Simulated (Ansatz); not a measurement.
A made-up structure of AlSiH4 (charge -1), closed shell:

| atom | x (Å) | y (Å) | z (Å) |
| --- | --- | --- | --- |
| Al1 | -0.3060 | -1.0069 | -0.0908 |
| Si2 | 0.6391 | 1.0980 | 0.3821 |
| H3 | -1.3850 | -1.7501 | 0.8767 |
| H4 | 1.4913 | 0.8826 | 1.4973 |
| H5 | 1.1202 | 1.7222 | -0.9139 |
| H6 | -0.4641 | 2.0489 | 0.8053 |

It is relaxed with PBE-D4/def2-SVPD and then PBE0-D4/def2-TZVPD (Ansatz 0.2.0). Atoms count as bonded within 1.22 times the sum of their covalent radii (H–H: 0.88 Å). The end point is not checked to be a true minimum.

Q: Does its bonding change? (Judge from chemistry; the calculation decides.)

A: The calculation gives: No: no bond forms or breaks.

Where it ends: The first stage lowers the energy by 1.02 eV in 9 steps. It ends as AlSiH₄ ([AlH][SiH3]), total charge -1:
Al1  (-0.465, -1.310, -0.435)
Si2  (0.483, 0.978, 0.302)
H3  (-1.113, -1.422, 1.117)
H4  (1.438, 0.935, 1.480)
H5  (1.287, 1.812, -0.678)
H6  (-0.535, 2.001, 0.770)
(Å)

Labels in which every atom is bracketed show which atoms are joined, not bond orders.

For scale, one of the runs: PBE0-D4/def2-TZVPD relaxation, 122 basis functions, launched by `ansatz run in.yaml --threads 2 --pin off --events-out ev --progress --plain --max-ram 4352MiB`. The run took about 24 s on 2 CPU threads of an Arm Neoverse V1 (shared host).
